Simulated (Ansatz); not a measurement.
Basis-set extrapolation for `CNCN` (PBE0-D4/def2-TZVP geometry, frozen core, the Gaussian-basis code of Ansatz). Multiplicity 1, RHF reference.

```json
{"": "HF", "def2-TZVPP": "-189.350223", "def2-QZVPP": "-189.359730"}
{"": "MP2 correlation", "def2-TZVPP": "-0.785038", "def2-QZVPP": "-0.837753"}
{"": "CCSD(T) correlation", "def2-TZVPP": "-0.854225", "def2-QZVPP": "not run"}
```

Energies in hartree. Use E(X) = E(∞) + A·exp(−7.88·√X) for Hartree–Fock and E(X) = E(∞) + B·X^(−2.97) for correlation, with X = 3 and 4, and add CCSD(T) minus MP2 of the smaller set to the MP2 limit.

Q: What is the CCSD(T) energy at the basis-set limit?

A: HF limit: -189.359730 + (-0.009507) × 0.13774 = -189.36104. MP2 limit: -0.837753 + (-0.052715) × 0.74074 = -0.87680. Higher-order term: -0.854225 − (-0.785038) = -0.06919. Total: -190.30703 hartree, 269.3 kJ/mol below CCSD(T)/def2-TZVPP.
